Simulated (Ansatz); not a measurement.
C4H7NO, SMILES C=NC(=C)OC, a geometry optimisation

Computed with Ansatz 0.2.0, Python API.

Interactive session:
```pycon
>>> import ansatz as az
>>> import numpy as np
>>> geometry_ang = [
...     ("C", (2.3961, -0.0982, -0.2816)),
...     ("N", (1.5775, 0.8105, 0.1263)),
...     ("C", (0.2423, 0.4988, 0.0834)),
...     ("C", (-0.6167, 1.5213, -0.05)),
...     ("O", (-0.126, -0.824, 0.2225)),
...     ("C", (-1.5123, -1.1352, 0.252)),
...     ("H", (2.0982, -1.0871, -0.672)),
...     ("H", (3.4784, 0.1061, -0.2569)),
...     ("H", (-0.234, 2.5341, -0.1325)),
...     ("H", (-1.6905, 1.4072, -0.0796)),
...     ("H", (-1.6107, -2.2175, 0.3793)),
...     ("H", (-2.0065, -0.652, 1.1012)),
...     ("H", (-1.996, -0.8642, -0.692)),
... ]
>>> molecule = az.Crystal.molecule()
>>> for symbol, xyz in geometry_ang:
...     molecule = molecule.atom(symbol, xyz)
...
>>> calculation = (
...     molecule.calculation()
...     .basis(gaussian="def2-SVP")
...     .functional("cam_b3lyp")
...     .accuracy("medium")
... )
>>> symbols = [site.symbol for site in molecule.cartesian_sites]
>>> start = np.array([site.position_ang for site in molecule.cartesian_sites], dtype=float)
>>> def progress(event):
...     if event["event"] == "relax_step":
...         row = event["data"]
...         print(f"step {row['step']:3d}  E = {row['lagrangian_ev']:.6f} eV  largest force component {row['allowed_force_max_ev_ang']:.4f} eV/A")
...
>>> rep = calculation.relax(force_tolerance=0.005).session().plan().execute(on_event=progress).report
step   1  E = -7787.722019 eV  largest force component 1.9635 eV/A
step   2  E = -7787.845938 eV  largest force component 0.6623 eV/A
step   3  E = -7787.875154 eV  largest force component 0.3711 eV/A
step   4  E = -7787.889035 eV  largest force component 0.3083 eV/A
step   5  E = -7787.903215 eV  largest force component 0.2918 eV/A
step   6  E = -7787.903438 eV  largest force component 0.3302 eV/A
step   7  E = -7787.906690 eV  largest force component 0.0697 eV/A
step   8  E = -7787.906354 eV  largest force component 0.2222 eV/A
step   9  E = -7787.907067 eV  largest force component 0.0411 eV/A
step  10  E = -7787.907307 eV  largest force component 0.0041 eV/A
step  11  E = -7787.907323 eV  largest force component 0.0114 eV/A
step  12  E = -7787.907290 eV  largest force component 0.0265 eV/A
step  13  E = -7787.907332 eV  largest force component 0.0006 eV/A
>>> end = np.array(rep["positions_ang"])
>>> print(f"E = {rep['free_energy_ev']:.6f} eV = {rep['free_energy_ev'] / 27.211386246:.7f} Ha")
E = -7787.907450 eV = -286.2003199 Ha
>>> print("converged:", rep["converged"], " doubts:", rep["published_state_doubts"] or "none")
converged: True  doubts: none
>>> print("final positions (A) and the move of each atom")
final positions (A) and the move of each atom
>>> for symbol, xyz, old in zip(symbols, end, start):
...     print(f"{symbol:2s} {xyz[0]:10.5f} {xyz[1]:10.5f} {xyz[2]:10.5f}   {np.linalg.norm(xyz - old):7.4f}")
...
C     2.39763   -0.15079   -0.22795    0.0751
N     1.56575    0.80389   -0.18783    0.3144
C     0.19897    0.53824   -0.04280    0.1391
C    -0.66862    1.55952   -0.00287    0.0799
O    -0.11906   -0.77264    0.04562    0.1843
C    -1.46713   -1.12942    0.19300    0.0745
H     2.11035   -1.21094   -0.15420    0.5325
H     3.46346    0.08648   -0.34236    0.0889
H    -0.26483    2.56622   -0.08637    0.0641
H    -1.74291    1.42724    0.10759    0.1954
H    -1.50632   -2.22464    0.24514    0.1701
H    -1.89667   -0.70729    1.11778    0.1241
H    -2.07081   -0.78606   -0.66466    0.1116
```

Notes:
- These settings explore the input space; basis and method may be short of convergence.
- The end point is the stationary point reached from this start; no frequency run checks that it is a minimum, and the basis set is modest.
- The whole script took 110 s on 1 thread of Arm Neoverse V1, with other jobs on the host, peak memory 0.41 GiB.

(Lines on the test bed's own set-up are left out of the output.)
